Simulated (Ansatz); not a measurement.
**AlNH2, triplet: from triple and quadruple zeta to the limit**

```csv
atom,x (Å),y (Å),z (Å)
Al,0.0000,0.0000,0.6968
N,0.0000,0.0000,-1.0992
H,0.0000,0.8223,-1.6887
H,0.0000,-0.8223,-1.6887
```

Connectivity, by distances: Al–NH2.

Ansatz 0.2.0, UHF determinant, valence electrons correlated. Energies in eV.

```tsv
set	X	functions	Hartree–Fock	MP2 correlation	CCSD(T) correlation	time
def2-TZVPP	3	101	-8095.7617	-6.8916	-7.5187	5 s on 1 × NVIDIA H100 80GB HBM3 with 1 thread of AMD EPYC 7R13 Processor (Zen 3) (shared host)
def2-QZVPP	4	187	-8096.0394	-7.3945	-7.9766	12 s on 1 × NVIDIA H100 80GB HBM3 with 1 thread of AMD EPYC 7R13 Processor (Zen 3), on a shared host
```

Hartree–Fock is taken to follow E(X) = E∞ + A·exp(−7.88·√X), correlation E(X) = E∞ + B·X^−2.97.

Cautions: another spin lies lower.

Question: Work out the CCSD(T) energy at the limit, and how far the shortcut misses it that extrapolates MP2 and adds CCSD(T) minus MP2 from the smaller set.

Answer: Hartree–Fock: E∞ = E4 + 0.1377·(E4 − E3) = -8096.0776. Correlation: E∞ = E4 + 0.7407·(E4 − E3) = -8.3159 for CCSD(T) and -7.7671 for MP2. The limit is -8104.3935 eV, 0.377 eV below def2-QZVPP. The shortcut gives a correlation energy of -7.7671 + (-0.6271) = -8.3942, 78 meV lower than the direct value.

Past Ne part of the Hartree–Fock step between the two sets comes from the cores, which don't follow the formula, so the 38 meV that it adds to the total can overshoot; that part largely cancels in differences.
